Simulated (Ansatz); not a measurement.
For 2H WS2, PBE-D3(BJ) (plane waves, PAW; Ansatz, an electronic-structure program) gives:

| Item | Value |
|---|---|
| lattice parameter a | 3.154 Å |
| c axis length | 12.142 Å |

### Question
What does HSE06-D3(BJ) in Ansatz (PAW) give for the same quantities?

### Answer

- lattice constant a: 3.120 Å (drops by 1.1 %)
- lattice parameter c: 11.927 Å (drops by 1.8 %)

For comparison: lattice constant a 3.153 Å (measured, 300 K, not corrected to a static lattice; as tabulated in arXiv:1605.07067); lattice parameter c 12.323 Å (measured, 300 K, no zero-point or thermal correction; as tabulated in arXiv:1605.07067).

Changes are worked out from the printed values.

Unless a cell is named, each level is at its own relaxed cell (PBE-D3(BJ) 17.43, HSE06-D3(BJ) 16.76 Å³/atom).

Levels without +SOC leave out spin–orbit coupling, which shifts energies and cells of such heavy elements.

The crystal itself was run without spin with PBE-D3(BJ); a magnetic state was not tried in these runs.

Ansatz's density-functional and Hartree–Fock values are scalar-relativistic unless marked +SOC, with PAW data made under PBE.
